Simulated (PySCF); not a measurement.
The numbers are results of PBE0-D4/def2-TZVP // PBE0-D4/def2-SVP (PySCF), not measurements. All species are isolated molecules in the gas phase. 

Reference species (SMILES): `N` (neutral, multiplicity 1).

The HOMO–LUMO gap is 8.71 eV and the HOMO comes out as -7.69 eV.

Changed species: `S` (free base H2S; the reference has free base NH3).

What does the change do to the HOMO–LUMO gap and HOMO?

the HOMO–LUMO gap decreases by 0.69 eV, to 8.02 eV; the HOMO goes up by 0.21 eV, to -7.48 eV.
